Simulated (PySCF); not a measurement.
Compound: C2H7PS.
Structure used (PBE0-D3(BJ)/def2-SVP), in Å, numbered top down from 1:
```
atom  x, y, z in Å
C1    -1.382    0.360    0.393
P2     0.338    0.667   -0.122
C3     1.068   -0.990   -0.321
S4     1.343    1.887    1.007
H5    -1.899   -0.312   -0.309
H6    -1.905    1.325    0.445
H7    -1.367   -0.084    1.399
H8     0.164    1.072   -1.479
H9     2.087   -0.875   -0.718
H10    1.130   -1.459    0.671
H11    0.469   -1.617   -0.999
```

Level of theory: PySCF 2.14.0, density-fitted response routines, TDDFT CAM-B3LYP/def2-SVPD, vertical, gas phase, core orbitals frozen in the response.

Transition dipole moments from the ground state, in atomic units and in the frame of the coordinates above (overall signs are arbitrary), for the states with f of 0.002 or more among the lowest 6:

```
state  E (eV)      μx      μy      μz
   S2   5.898  -0.188  -0.151  -0.366
   S3   6.091  -0.512   0.357   0.129
   S4   6.105  -0.279  -0.419   0.215
   S5   6.333   0.287  -0.166  -0.078
   S6   6.545  -0.253  -0.481   0.019
```

Problem. Work out the oscillator strengths.

Solution. f = (2/3) ΔE |μ|² with ΔE in hartree (27.2114 eV).

```csv
state,|μ|² (au),|μ| (D),f
S2,0.192,1.11,0.028
S3,0.406,1.62,0.061
S4,0.299,1.39,0.045
S5,0.116,0.86,0.018
S6,0.295,1.38,0.047
```

Problem. Which bond between heavy atoms lies closest to the direction of the S3 transition dipole?

Solution. P2–C3, at 31° from it; next C1–P2 at 44°.

Problem. What angle do the transition dipoles of S3 and S6 make?

Solution. |cos θ| = |μa·μb| / (|μa| |μb|) = 0.12, so θ ≈ 83° (taken between 0 and 90°, since the signs are arbitrary).

Problem. What peak molar absorption coefficient would the strongest computed level give as a lone Gaussian band 0.5 eV wide at half height?

Solution. ε(max) = 2.175×10⁸ f / FWHM, with the width in cm⁻¹. S3: 2.175×10⁸ × 0.0607 / 4033 ≈ 3300 L mol⁻¹ cm⁻¹.
